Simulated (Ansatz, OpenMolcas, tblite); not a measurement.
# How methods differ on SiH2F2 (SMILES F[SiH2]F)

SiH2F2: 5 atoms, total charge 0, spin state singlet. As SMILES, `F[SiH2]F`. The coordinates come from a PBE0-D4/def2-TZVP relaxation.

Quantity: the HOMO–LUMO gap, in eV. The values are calculated.

```json
{"level": "IPEA1-xTB", "kind": "semi-empirical", "program": "tblite", "value (eV)": "7.60", "CPU time": "under 2 s"}
{"level": "HF/aug-cc-pVDZ", "kind": "Hartree–Fock", "program": "Ansatz", "value (eV)": "14.81", "CPU time": "1.5 s"}
{"level": "SVWN5/aug-cc-pVDZ", "kind": "LDA", "program": "OpenMolcas", "value (eV)": "7.40", "CPU time": "20 s"}
{"level": "revPBE/aug-cc-pVDZ", "kind": "GGA", "program": "Ansatz", "value (eV)": "7.59", "CPU time": "3.1 s"}
{"level": "TPSS/aug-cc-pVDZ", "kind": "meta-GGA", "program": "OpenMolcas", "value (eV)": "8.01", "CPU time": "42 s"}
{"level": "r2SCAN/aug-cc-pVDZ", "kind": "meta-GGA", "program": "Ansatz", "value (eV)": "8.51", "CPU time": "5 s"}
{"level": "B3LYP/aug-cc-pVDZ", "kind": "global hybrid", "program": "Ansatz", "value (eV)": "9.34", "CPU time": "3.6 s"}
{"level": "PBE0/aug-cc-pVDZ", "kind": "global hybrid", "program": "OpenMolcas", "value (eV)": "9.78", "CPU time": "26 s"}
{"level": "CAM-B3LYP/aug-cc-pVDZ", "kind": "range-separated hybrid", "program": "Ansatz", "value (eV)": "11.86", "CPU time": "3.8 s"}
{"level": "PBE-QIDH/aug-cc-pVDZ", "kind": "double hybrid", "program": "Ansatz", "value (eV)": "13.16", "CPU time": "4.3 s"}
```

The values span 7.40 to 14.81 eV. Orbital gaps aren't excitation energies, and those of double hybrids come from the SCF part alone; they tend to grow with the share of exact exchange. CPU times are rough (shared hosts, several kinds of processor): they show what a rung costs within a factor of a few.
